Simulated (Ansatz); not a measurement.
# Dissociation curves of HCl (hydrogen chloride)

The species is HCl (2 atoms), meant as a singlet with charge 0. As SMILES, `Cl`. Geometry: relaxed at PBE0-D4/def2-TZVP.

```xyz
2

Cl    0.5460   -0.1785    0.2808
H    -0.5460    0.1785   -0.2808
```

The Cl1–H2 distance is scanned; the parts on either side stay rigid. Basis 6-31G(d), 5 core orbitals frozen in the correlated methods; program Ansatz 0.2.0. FCI is exact within this basis and core. Energies in eV from each method's value at 1.279 Å; methods without a U are spin-restricted. The shape above is that at 1.279 Å.

| distance (Å) | B3LYP | wB97X | B2PLYP | CCSD(T) | CCSDT(Q) | FCI |
| --- | --- | --- | --- | --- | --- | --- |
| 1.279 | 0.00 | 0.00 | 0.00 | 0.00 | 0.00 | 0.00 |
| 1.599 | 0.86 | 0.98 | 0.91 | 0.86 | 0.85 | 0.85 |
| 1.918 | 2.24 | 2.50 | 2.31 | 2.09 | 2.07 | 2.07 |
| 2.558 | 4.35 | 4.94 | 4.35 | 3.46 | 3.48 | 3.48 |
| 3.197 | 5.51 | 6.46 | 5.22 | 3.63 | 3.81 | 3.82 |

Departure from the FCI curve at its largest: B3LYP +1.68 eV at 3.20 Å; wB97X +2.63 eV at 3.20 Å; B2PLYP +1.40 eV at 3.20 Å; CCSD(T) -0.20 eV at 3.20 Å; CCSDT(Q) -0.01 eV at 3.20 Å. Restricted functionals keep the electrons paired too, and rise too high.
